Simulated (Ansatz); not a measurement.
## Relaxing As

Method: DFT PBEsol, scalar-relativistic, plane waves, PAW (Ansatz). Cutoff 420 eV, Γ-centred k mesh, Gaussian smearing, no spin polarisation in the final step.

The start puts As on the alpha-boron structure type (R-3m, No. 166), at a guessed volume.

```yaml
crystal:
  lattice:
    - [3.49599, 2.01841, 5.96206]
    - [-3.49599, 2.01841, 5.96206]
    - [0.00000, -4.03682, 5.96206]
  atoms:
    - { symbol: As, position: [0.01019, 0.65361, 0.01019] }
    - { symbol: As, position: [0.01019, 0.01019, 0.65361] }
    - { symbol: As, position: [0.65361, 0.01019, 0.01019] }
    - { symbol: As, position: [0.98981, 0.34639, 0.98981] }
    - { symbol: As, position: [0.34639, 0.98981, 0.98981] }
    - { symbol: As, position: [0.98981, 0.98981, 0.34639] }
    - { symbol: As, position: [0.22118, 0.63060, 0.22118] }
    - { symbol: As, position: [0.22118, 0.22118, 0.63060] }
    - { symbol: As, position: [0.63060, 0.22118, 0.22118] }
    - { symbol: As, position: [0.77882, 0.36940, 0.77882] }
    - { symbol: As, position: [0.36940, 0.77882, 0.77882] }
    - { symbol: As, position: [0.77882, 0.77882, 0.36940] }
```

Steps on the 3×3×3 mesh (12 atoms). 12 of 17 steps are shown, and the free energy counts from the last. Trial steps that were taken back and renewals of the plane-wave basis can be among the rows.

```tsv
step	ΔF (meV/atom)	V (Å³/atom)	P (GPa)	largest force component (eV/Å)
1	513.8	21.04	19.53	2.054
2	261.8	23.62	5.31	0.923
4	169.3	24.99	-0.24	0.202
5	146.1	25.03	-0.55	0.309
7	90.6	24.02	-0.59	0.378
8	54.7	23.28	0.08	0.384
10	88.5	22.29	3.62	1.184
11	16.6	22.59	0.46	0.244
13	12.8	22.45	0.14	0.030
14	1.7	22.45	0.95	0.021
16	0.1	22.78	-0.02	0.009
17	0.0	22.78	-0.02	0.009
```

Steps on the 6×6×6 mesh (12 atoms). 4 of 6 steps are shown, and the free energy counts from the last.

| step | ΔF (meV/atom) | V (Å³/atom) | P (GPa) | largest force component (eV/Å) |
| --- | --- | --- | --- | --- |
| 1 | 4.4 | 22.78 | 0.02 | 0.192 |
| 2 | 1.5 | 22.54 | 0.56 | 0.103 |
| 3 | 0.1 | 22.54 | 0.25 | 0.043 |
| 6 | 0.0 | 22.59 | 0.02 | 0.008 |

A final relaxation ran on a 6×6×6 mesh. The relaxed crystal, R-3m (No. 166):

```cif
data_structure
_symmetry_space_group_name_H-M 'R-3m:H'
_symmetry_Int_Tables_number 166
_cell_length_a 8.1709
_cell_length_b 8.1709
_cell_length_c 14.0649
_cell_angle_alpha 90.000
_cell_angle_beta 90.000
_cell_angle_gamma 120.000
_cell_volume 813.21
loop_
_atom_site_label
_atom_site_type_symbol
_atom_site_symmetry_multiplicity
_atom_site_Wyckoff_symbol
_atom_site_fract_x
_atom_site_fract_y
_atom_site_fract_z
_atom_site_occupancy
As1 As 18 h 0.12772 0.87228 0.91013 1
As2 As 18 h 0.22480 0.77520 0.06317 1
```

```json
{
  "Volume per atom": "22.59 Å³",
  "Density": "5.51 g/cm³",
  "Energy over the standard structure": "0.33 eV/atom",
  "Gap on the 6×6×6 mesh": "0 eV (a metal)"
}
```

Energies count from the standard state of As at the same level.

The final run used a 6×6×6 mesh on its 12-atom cell and 0.10 eV smearing. For metals, differences of a few meV/atom aren't resolved.

Symmetry constrained the relaxation, so the result can be a saddle point.